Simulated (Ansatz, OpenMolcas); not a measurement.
**How methods differ on CH3Al (SMILES C[Al])**

CH3Al, singlet, SMILES `C[Al]`. Each level relaxes the structure for itself.

Quantity: the zero-point energy at each level's own minimum, in kJ/mol. The values are calculated.

```
                             level           kind     program  value (kJ/mol)
                          HF/3-21G   Hartree–Fock  OpenMolcas            95.6
   HF/6-31G* (Cartesian functions)   Hartree–Fock  OpenMolcas            94.2
                        HF/cc-pVTZ   Hartree–Fock  OpenMolcas            92.2
B3LYP/6-31G* (Cartesian functions)  global hybrid  OpenMolcas            88.7
                     PBE0/def2-SVP  global hybrid  OpenMolcas            87.7
                 PBE0-D4/def2-TZVP  global hybrid      Ansatz            87.6
```

Harmonic and unscaled. The values span 87.6 to 95.6 kJ/mol.
